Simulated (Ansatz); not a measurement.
## CH5B− (SMILES [BH2-]C): methods side by side

CH5B−: 7 atoms, total charge -1, spin state doublet. SMILES: `[BH2-]C`. The shape is that of a GFN2-xTB optimisation.

```xyz
7

B    -0.3676   -0.8767    0.2964
C     0.1299    0.6579   -0.0109
H     0.5664   -1.6521    0.5729
H    -1.1113   -1.3401   -0.5876
H     0.7138    1.0900    0.8179
H     0.7794    0.7702   -0.9090
H    -0.7106    1.3507   -0.1797
```

Quantity: the energy change with the C2–H6 bond stretched from 1.114 to 1.671 Å, in eV. The values are calculated.

| level | kind | program | value (eV) | less FCI/STO-3G |
| --- | --- | --- | --- | --- |
| UHF/STO-3G | Hartree–Fock | Ansatz | 2.81 | +0.70 |
| U-revPBE/STO-3G | GGA | Ansatz | 1.78 | -0.33 |
| UPBE0/STO-3G | global hybrid | Ansatz | 2.24 | +0.13 |
| U-wB97M-V/STO-3G | range-separated hybrid | Ansatz | 2.26 | +0.15 |
| UB2PLYP/STO-3G | double hybrid | Ansatz | 2.28 | +0.17 |
| RPA@PBE/STO-3G | RPA | Ansatz | 1.98 | -0.13 |
| UMP2/STO-3G | perturbation theory | Ansatz | 2.65 | +0.54 |
| UBCCD(T)/STO-3G | coupled cluster or CI | Ansatz | 2.12 | +0.01 |
| UCCSDT(Q)/STO-3G | coupled cluster or CI | Ansatz | 2.11 | 0.00 |
| FCI/STO-3G | exact in the basis | Ansatz | 2.11 | 0.00 |

FCI/STO-3G is exact within its basis and frozen core, so for wave-function methods in that basis the difference is their error; functionals converge differently with the basis, so for them it is only a difference. Sets without diffuse functions describe the anion poorly. The first shape isn't each level's own minimum. The values span 1.78 to 2.81 eV. Spin contamination of the reference (⟨S²⟩ at least 0.1 too high) touches UHF/STO-3G, UMP2/STO-3G, UBCCD(T)/STO-3G, UCCSDT(Q)/STO-3G. All rows use very small basis sets, so even the best lies far from the true value.
